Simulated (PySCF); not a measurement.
Reaction (SMILES): ClCCl → Cl[CH-]Cl + H+
B3LYP-D3(BJ)/def2-TZVP geometries, fixed; electronic energies without zero-point terms.

Effect of the grid level at B3LYP/def2-TZVP with PySCF, against the last row, where the deprotonation energy is 386.56 kcal/mol. Cost is core time over that of grids.level: 0, rough, on shared machines of one kind.

```
setting         grid points, largest species  largest shift of a total energy (mEh)  shift of the deprotonation energy (kcal/mol)  cost
--------------  ----------------------------  -------------------------------------  --------------------------------------------  ----
grids.level: 0                          5576                                 -5.187                                         0.167    1×
grids.level: 1                         22760                                 -0.028                                        -0.014    1×
grids.level: 2                         45448                                  0.003                                         0.003    2×
grids.level: 3                         71496                                  0.001                                         0.000    3×
grids.level: 4                        117408                                  0.000                                         0.000    4×
grids.level: 5                        176160                                  0.000                                         0.000    5×
grids.level: 7                        357536                                  0.000                                         0.000    9×
```

Within 0.1 kcal/mol in the deprotonation energy: grids.level: 1; grids.level: 2; grids.level: 3; grids.level: 4; grids.level: 5. The largest shift is 5.187 mEh in a total energy and 0.167 kcal/mol in the difference.
